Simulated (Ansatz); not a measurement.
Group exchange: C5H11N + H3NO → C5H10O + N2H4

Species: C5H11N `NC1CCCC1`, singlet; H3NO (hydroxylamine) `NO`, singlet; C5H10O (cyclopentanol) `OC1CCCC1`, singlet; N2H4 (hydrazine) `NN`, singlet. The partners trade NH2 for OH: C–NH2 and N–OH bonds give way to C–OH and N–NH2.

Shapes, held fixed at every level: PBE0-D4/def2-TZVP. Flexible molecules stand in one conformer, not always the lowest. Programs: Ansatz 0.2.0. Electronic energies: no zero-point or thermal term.

```csv
level,kind,ΔE (kJ/mol),less CCSD(T)/CBS estimate
HF/def2-TZVPP,Hartree–Fock,-53.7,-7.1
PBE-D4/def2-TZVPP,GGA,-43.6,+3.0
r2SCAN-D4/def2-TZVPP,meta-GGA,-46.2,+0.4
PBE0-D4/def2-TZVPP,global hybrid,-46.9,-0.3
r2SCAN0-D4/def2-TZVPP,global hybrid,-48.9,-2.3
MP2/def2-SVP,perturbation theory,-44.1,+2.5
CCSD/def2-TZVPP,coupled cluster or CI,-46.2,+0.4
CCSD(T)/CBS estimate,coupled cluster or CI,-46.6,0.0
```

The highest level, CCSD(T)/CBS estimate, gives ΔE = -46.6 kJ/mol; the levels span -53.7 to -43.6. The column of differences is taken from that level and isn't an error. No measured value is set beside it here. The CBS estimate extrapolates MP2 from def2-TZVPP and def2-QZVPP and adds CCSD(T) − MP2 in the triple-zeta set, cores frozen.
